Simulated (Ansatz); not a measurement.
Input file:

```yaml
crystal:
  periodic: [false, false, false]
  atoms:
    - {symbol: C, position_ang: [0.000000, -0.762388, 1.596329]}
    - {symbol: P, position_ang: [0.000000, 0.565097, 0.628045]}
    - {symbol: P, position_ang: [0.000000, -0.235451, -1.332953]}
    - {symbol: H, position_ang: [0.000000, -1.045256, 2.639669]}
basis:
  gaussian: {orbitals: cc-pVDZ}
total_charge: 1
magnetization: {spin_polarized: false, initial_magnetization: 2}
correlation: {method: bccd, electrons: outside_noble_gas, diis_vectors: 12}
```

```sh
$ ansatz run in.yaml --threads 1 --pin off --events-out ev --progress --plain --max-ram 2393MiB
```

Output:

```
561 factors; integrals over basis functions are off by at most 9.6e-4 eV
mean field evaluation 1: about -19572.1329 eV, gradient 3.3e1 eV
mean field evaluation 2: about -19572.2144 eV, gradient 3.3e1 eV
mean field evaluation 4: about -19577.2605 eV, gradient 4.5e0 eV
mean field evaluation 8: about -19577.6776 eV, gradient 2.4e0 eV
mean field evaluation 16: about -19578.0232 eV, gradient 1.8e-2 eV
mean field evaluation 32: about -19578.3068 eV, gradient 3.8e-2 eV
mean field evaluation 64: about -19577.5791 eV, gradient 1.2e-4 eV
mean field evaluation 96: about -19578.2514 eV, gradient 2.0e0 eV
mean field evaluation 128: about -19578.0232 eV, gradient 4.8e-2 eV
mean field evaluation 160: about -19578.4850 eV, gradient 1.0e-1 eV
...
cycle  11  -9.76898382 eV  change   -1.7e-4 eV  update   6.1e-4
cycle  12  -9.76897308 eV  change    1.1e-5 eV  update   4.2e-4
cycle  13  -9.76886885 eV  change    1.0e-4 eV  update   2.9e-4
cycle  14  -9.76878770 eV  change    8.1e-5 eV  update   1.6e-4
cycle  15  -9.76876415 eV  change    2.4e-5 eV  update   1.1e-4
cycle  16  -9.76870859 eV  change    5.6e-5 eV  update   6.3e-5
cycle  17  -9.76873445 eV  change   -2.6e-5 eV  update   4.1e-5
cycle  18  -9.76870984 eV  change    2.5e-5 eV  update   2.0e-5
cycle  19  -9.76873370 eV  change   -2.4e-5 eV  update   1.0e-5
cycle  20  -9.76872871 eV  change    5.0e-6 eV  update   4.9e-6
WARN: the results are in doubt because among natural orbitals full CI differs from the method by -0.138 eV
Total energy: -19588.25409539 eV, -719.8550606101 hartree
In doubt: among natural orbitals full CI differs from the method by -0.138 eV
```

Ran on 1 thread of Arm Neoverse V1, shared host: 31 s wall, 0.18 GiB peak host memory.
